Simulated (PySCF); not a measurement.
**`CN(C)C`: ΔSCF against reference XPS values**

What was measured (core binding energies): C 1s of C1/C3/C4 291.26 eV [1]; N 1s of N2 (atom 2) 404.82 eV [1]. Sources and the comparison follow the method.

C3H9N.
Geometry (PBE0-D3(BJ)/def2-TZVP, Å), atoms numbered from 1 in this order:
```
atom  x, y, z in Å
C1    -0.3948    1.2660    0.4471
N2    -0.0557   -0.1323    0.5378
C3     1.3239   -0.3638    0.1887
C4    -0.9435   -0.9433   -0.2575
H5    -0.2914    1.6668   -0.5791
H6     0.2539    1.8502    1.1037
H7    -1.4282    1.4200    0.7657
H8     1.5530   -0.0886   -0.8582
H9     1.5693   -1.4200    0.3206
H10    1.9764    0.2210    0.8410
H11   -0.8838   -0.7116   -1.3381
H12   -0.7009   -2.0001   -0.1261
H13   -1.9765   -0.7884    0.0622
```

Computed, not measured: PySCF, delta-SCF UKS SCAN, pcX-3 on the ionised atom, pcseg-2 elsewhere, spin-free X2C. Vertical ΔSCF values, vacuum level as zero.

| atom | environment | level | this calculation (eV) | reference (eV) | difference (eV) | source |
| --- | --- | --- | --- | --- | --- | --- |
| C1/C3/C4 | N-methyl carbon | C 1s | 291.18 | 291.26 | -0.08 | [1] |
| N2 | tertiary amine nitrogen | N 1s | 404.67 | 404.82 | -0.15 | [1] |

[1] measured, gas; Beach, A photoelectron spectroscopic study of bonding in inorganic and organometallic compounds, PhD thesis, LBL 1985

Question: How far is it from the measured entries?

Answer: Over the 2 different measured values (2 distinct lines) the mean signed difference is -0.11 eV, the mean unsigned one 0.11 eV and the largest 0.15 eV. The calculation is vertical and has no vibrational structure, and measured positions depend on the energy calibration.

Atoms equivalent by their bonding share one computed value, that of the first of them. Isolated species at its PBE0-D3(BJ)/def2-TZVP geometry, gas phase.
